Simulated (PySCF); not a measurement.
A geometry optimisation, step by step.

Species: 2-methyl-3-oxopropanenitrile, C4H5NO.
Atom-mapped SMILES: `[CH3:1][C@H:2]([C:3]#[N:4])[CH:5]=[O:6]` (hydrogens: H7, H8, H9 on C1; H10 on C2; H11 on C5)

Method: PySCF 2.14.0, PBE0-D3(BJ)/def2-TZVP geometry optimisation, gas phase; density fitting, grid level 2; the optimiser is geomeTRIC in internal coordinates, started from a GFN2-xTB structure. The frame can shift and turn from step to step; on so coarse a grid that alone can change the energy by a few meV, and forces under 0.02 eV/Å are noise.

Step 0: E = -7759.5903 eV, largest atomic force 0.976 eV/Å
```
atom  x, y, z in Å  |  force x, y, z in eV/Å
C1     -0.836   -0.915   -0.246    0.086   0.077   0.135
C2     -0.107    0.292    0.358   -0.234  -0.195   0.169
C3     -0.314    1.460   -0.469   -0.005  -0.410   0.403
N4     -0.479    2.372   -1.137   -0.103   0.770  -0.591
C5      1.390    0.037    0.422    0.119   0.007   0.090
O6      2.059    0.169    1.401   -0.079  -0.057   0.009
H7     -0.467   -1.121   -1.249    0.018  -0.032  -0.102
H8     -1.903   -0.716   -0.304   -0.070   0.010  -0.028
H9     -0.676   -1.792    0.376    0.014  -0.103   0.070
H10    -0.477    0.510    1.366    0.132  -0.032  -0.057
H11     1.816   -0.294   -0.544    0.123  -0.035  -0.099
```

Step 1: E = -7759.6175 eV, largest atomic force 0.171 eV/Å
```
atom  x, y, z in Å  |  force x, y, z in eV/Å
C1     -0.849   -0.890   -0.217   -0.036   0.003  -0.007
C2     -0.099    0.329    0.334    0.048  -0.132   0.097
C3     -0.314    1.500   -0.499    0.035   0.010  -0.021
N4     -0.466    2.416   -1.176   -0.002   0.018  -0.019
C5      1.389   -0.010    0.396   -0.051   0.043  -0.053
O6      1.993   -0.131    1.418   -0.003  -0.012   0.013
H7     -0.499   -1.136   -1.220   -0.007  -0.006   0.002
H8     -1.918   -0.684   -0.269   -0.003  -0.001  -0.009
H9     -0.688   -1.750    0.434    0.005   0.019   0.007
H10    -0.421    0.553    1.355   -0.004   0.018  -0.011
H11     1.861   -0.188   -0.593    0.018   0.040   0.002
```

Step 2: E = -7759.6193 eV, largest atomic force 0.078 eV/Å
```
atom  x, y, z in Å  |  force x, y, z in eV/Å
C1     -0.854   -0.892   -0.216   -0.015   0.007   0.007
C2     -0.098    0.323    0.336    0.003  -0.078   0.007
C3     -0.308    1.495   -0.499   -0.003   0.019  -0.021
N4     -0.456    2.412   -1.177    0.006   0.000  -0.005
C5      1.390   -0.007    0.393   -0.044   0.047  -0.001
O6      1.989   -0.133    1.418    0.036  -0.035   0.008
H7     -0.505   -1.143   -1.219    0.001  -0.002   0.003
H8     -1.922   -0.683   -0.269    0.003   0.004  -0.002
H9     -0.695   -1.751    0.438   -0.001   0.002   0.004
H10    -0.421    0.548    1.355    0.005   0.013  -0.007
H11     1.869   -0.162   -0.596    0.009   0.023   0.008
```

Step 3: E = -7759.6190 eV, largest atomic force 0.225 eV/Å
```
atom  x, y, z in Å  |  force x, y, z in eV/Å
C1     -0.863   -0.898   -0.214    0.045  -0.006   0.033
C2     -0.101    0.313    0.339   -0.039   0.066   0.024
C3     -0.299    1.486   -0.502   -0.045   0.014   0.003
N4     -0.434    2.400   -1.186    0.013  -0.034   0.022
C5      1.389    0.003    0.398    0.183  -0.042  -0.124
O6      2.004   -0.153    1.410   -0.144  -0.004   0.053
H7     -0.511   -1.158   -1.214    0.016   0.002   0.003
H8     -1.929   -0.681   -0.275    0.011   0.015   0.008
H9     -0.713   -1.752    0.447   -0.011  -0.022  -0.005
H10    -0.430    0.542    1.355   -0.017   0.014   0.013
H11     1.874   -0.095   -0.595   -0.012  -0.002  -0.030
```

Step 4: E = -7759.6213 eV, largest atomic force 0.103 eV/Å
```
atom  x, y, z in Å  |  force x, y, z in eV/Å
C1     -0.860   -0.897   -0.212    0.022  -0.013   0.018
C2     -0.099    0.315    0.337   -0.016   0.083  -0.059
C3     -0.302    1.488   -0.503   -0.046  -0.012   0.005
N4     -0.440    2.402   -1.187    0.010  -0.010   0.007
C5      1.391    0.002    0.392    0.018  -0.047   0.039
O6      1.985   -0.164    1.415    0.002  -0.018  -0.013
H7     -0.508   -1.157   -1.212    0.005  -0.002  -0.001
H8     -1.926   -0.678   -0.271    0.000   0.002  -0.001
H9     -0.710   -1.751    0.449   -0.005  -0.005  -0.004
H10    -0.426    0.545    1.354    0.011   0.007   0.005
H11     1.882   -0.096   -0.598   -0.001   0.016   0.002
```

Step 5: E = -7759.6221 eV, largest atomic force 0.066 eV/Å
```
atom  x, y, z in Å  |  force x, y, z in eV/Å
C1     -0.858   -0.896   -0.211    0.003  -0.013   0.011
C2     -0.099    0.319    0.336    0.000   0.052  -0.039
C3     -0.305    1.489   -0.506   -0.019  -0.021   0.004
N4     -0.444    2.402   -1.190    0.003   0.000   0.001
C5      1.391   -0.001    0.392   -0.008  -0.001   0.037
O6      1.980   -0.179    1.415    0.011  -0.026  -0.015
H7     -0.505   -1.158   -1.210    0.002  -0.001   0.000
H8     -1.924   -0.678   -0.272   -0.002  -0.002  -0.004
H9     -0.708   -1.749    0.452   -0.002   0.000   0.000
H10    -0.424    0.549    1.353    0.009   0.003   0.001
H11     1.885   -0.090   -0.597    0.002   0.009   0.005
```

Step 6: E = -7759.6240 eV, largest atomic force 0.054 eV/Å
```
atom  x, y, z in Å  |  force x, y, z in eV/Å
C1     -0.853   -0.895   -0.205   -0.022  -0.016  -0.002
C2     -0.099    0.328    0.332    0.019   0.009   0.005
C3     -0.312    1.492   -0.514    0.025  -0.024  -0.006
N4     -0.450    2.401   -1.204   -0.010   0.012  -0.004
C5      1.389   -0.003    0.392   -0.049   0.019   0.010
O6      1.959   -0.243    1.413    0.025  -0.017  -0.006
H7     -0.493   -1.166   -1.199   -0.002   0.002   0.000
H8     -1.919   -0.679   -0.275    0.000  -0.002  -0.004
H9     -0.707   -1.741    0.467    0.005   0.007   0.005
H10    -0.423    0.561    1.350    0.001  -0.003  -0.004
H11     1.897   -0.048   -0.594    0.009   0.011   0.006
```

Step 7: E = -7759.6253 eV, largest atomic force 0.054 eV/Å
```
atom  x, y, z in Å  |  force x, y, z in eV/Å
C1     -0.851   -0.895   -0.198   -0.031  -0.013  -0.008
C2     -0.099    0.334    0.329    0.018  -0.010   0.016
C3     -0.315    1.492   -0.525    0.043  -0.021  -0.005
N4     -0.450    2.396   -1.222   -0.018   0.013  -0.003
C5      1.388   -0.003    0.391   -0.032   0.043   0.002
O6      1.936   -0.322    1.402    0.015  -0.013  -0.002
H7     -0.484   -1.181   -1.185   -0.004   0.003   0.000
H8     -1.916   -0.678   -0.279   -0.001  -0.004  -0.002
H9     -0.711   -1.731    0.488    0.007   0.008   0.004
H10    -0.423    0.571    1.346   -0.003  -0.003  -0.005
H11     1.915    0.025   -0.585    0.006  -0.003   0.004
```

Step 8: E = -7759.6256 eV, largest atomic force 0.029 eV/Å
```
atom  x, y, z in Å  |  force x, y, z in eV/Å
C1     -0.852   -0.896   -0.195   -0.012  -0.004  -0.003
C2     -0.098    0.335    0.328    0.005  -0.005   0.004
C3     -0.313    1.490   -0.529    0.027  -0.007  -0.007
N4     -0.450    2.393   -1.229   -0.013   0.005   0.001
C5      1.388   -0.002    0.391   -0.017   0.007  -0.001
O6      1.929   -0.349    1.397    0.006  -0.002   0.002
H7     -0.484   -1.187   -1.180   -0.002   0.003   0.000
H8     -1.917   -0.678   -0.280    0.001   0.000   0.002
H9     -0.713   -1.727    0.496    0.005   0.002   0.001
H10    -0.424    0.574    1.343   -0.003   0.001  -0.002
H11     1.924    0.055   -0.579    0.004   0.002   0.003
```

Step 9: E = -7759.6257 eV, largest atomic force under 0.02 eV/Å
```
atom  x, y, z in Å  |  force x, y, z in eV/Å
C1     -0.853   -0.896   -0.194    0.001   0.001   0.000
C2     -0.097    0.335    0.327   -0.002  -0.002  -0.002
C3     -0.312    1.489   -0.533    0.011   0.001  -0.006
N4     -0.451    2.391   -1.232   -0.007  -0.001   0.003
C5      1.389   -0.001    0.391    0.001   0.000   0.002
O6      1.926   -0.361    1.395   -0.002  -0.001   0.002
H7     -0.486   -1.190   -1.179   -0.002   0.001  -0.001
H8     -1.918   -0.677   -0.278    0.000   0.000   0.004
H9     -0.713   -1.726    0.499    0.002  -0.001  -0.001
H10    -0.424    0.576    1.341   -0.002   0.004   0.000
H11     1.929    0.069   -0.575    0.000   0.000   0.000
```

Q: Summarise the path.

A: The energy falls by 3.42 kJ/mol from step 0 to step 9; nine tenths of that is first reached at step 6. It rises by more than 0.2 meV at step 3. The largest force goes from 0.976 to under 0.02 eV/Å. Among the bonds C2–C3 changes most, from 1.446 to 1.455 Å; the atoms move by 0.210 Å rms after alignment.

Q: Follow the three bonds and two angles with the largest change from start to end.

A: 
```tsv
step	E above end (kJ/mol)	largest force (eV/Å)	C2–C3 (Å)	C3≡N4 (Å)	C2–C5 (Å)	C3–C2–C5 (°)	C1–C2–C5 (°)
0	3.42	0.976	1.446	1.142	1.520	107.5	110.6
1	0.79	0.171	1.453	1.150	1.527	110.2	108.3
2	0.62	0.078	1.454	1.150	1.526	109.7	108.8
3	0.65	0.225	1.457	1.150	1.523	108.6	109.8
4	0.42	0.103	1.457	1.150	1.524	108.8	109.6
5	0.35	0.066	1.456	1.150	1.525	109.1	109.3
6	0.17	0.054	1.455	1.150	1.526	109.8	108.7
7	0.04	0.054	1.455	1.150	1.526	110.1	108.3
8	0.01	0.029	1.455	1.150	1.525	110.1	108.4
9	0.00	under 0.02	1.455	1.150	1.525	110.1	108.5
```

The cost below is that of the whole optimisation. On one thread, Arm Neoverse V2 (aarch64), on a shared host, this took 2.5 min wall and 0.88 GiB of memory at its peak.
